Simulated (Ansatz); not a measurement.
Geometry optimisation, RKS r2SCANh/def2-SVP in Ansatz.

Input:

```yaml
crystal:
  periodic: [false, false, false]
  atoms:
    - { symbol: Al, position_ang: [0.0, 0.0, 0.0] }
    - { symbol: H, position_ang: [0.0, 0.0, 1.91] }
    - { symbol: F, position_ang: [1.4635, 0.0, -0.845] }
    - { symbol: H, position_ang: [-1.351, 0.0, -0.78] }
    - { symbol: "N", position_ang: [0.0928, -2.1047, 0.7] }
    - { symbol: H, position_ang: [-0.4256, -2.8627, 0.1705] }
    - { symbol: H, position_ang: [0.6555, -2.3517, 1.5637] }
    - { symbol: H, position_ang: [0.0453, -1.027, 1.8385] }
basis:
  gaussian: { orbitals: def2-SVP }
hamiltonian:
  xc: r2scanh
relax:
  f_tol: 0.15
  max_steps: 25
  restrain:
    - { distance: [0, 4], at: 1.92, k: 30.0 }
    - { distance: [7, 1], at: 0.66, k: 30.0 }
    - { distance: [0, 1], at: 2.76, k: 30.0 }
    - { distance: [7, 4], at: 2.26, k: 30.0 }
```

Run as:

```bash
$ ansatz run input.yaml --threads 2 --pin off --max-ram 3072MiB --backend cpu --events-out ev --progress --plain --runs-dir out
```

Q: Where does it end, and by what steps?

A: The forces met the threshold. The restraints hold the end off the free minimum; the threshold counts their pulls, which the force column leaves out. Restrained pairs: Al1–N5 (2.22 → 1.86 Å), H2–H8 (1.03 → 0.72 Å), Al1–H2 (1.91 → 2.76 Å), N5–H8 (1.57 → 2.27 Å). After 8 steps the energy has fallen by 2.648 eV (the restraints' own energy left out); H7 moved furthest, 0.72 Å.

| step | energy less start (eV) | largest force component (eV/Å) | accepted |
| --- | --- | --- | --- |
| 0 | 0.0000 | 4.260 | yes |
| 1 | -0.5914 | 5.258 | yes |
| 2 | -1.3531 | 4.882 | yes |
| 3 | -2.1204 | 2.817 | yes |
| 4 | -2.3498 | 2.006 | yes |
| 5 | -2.4920 | 1.317 | yes |
| 6 | -2.5868 | 1.558 | yes |
| 7 | -2.6340 | 1.586 | yes |
| 8 | -2.6476 | 1.728 | yes |

```xyz
8
Properties=species:S:1:pos:R:3
Al 0.001 -0.566 -0.347
H 0.087 0.146 2.317
F 1.412 0.304 -0.414
H -1.295 0.007 -1.013
N 0.046 -2.199 0.535
H -0.668 -2.915 0.483
H 0.890 -2.598 0.930
H 0.007 -0.526 2.068
```

Run time: 18 s on 2 threads of Arm Neoverse V2, with other jobs on the host, peak memory 0.15 GiB.
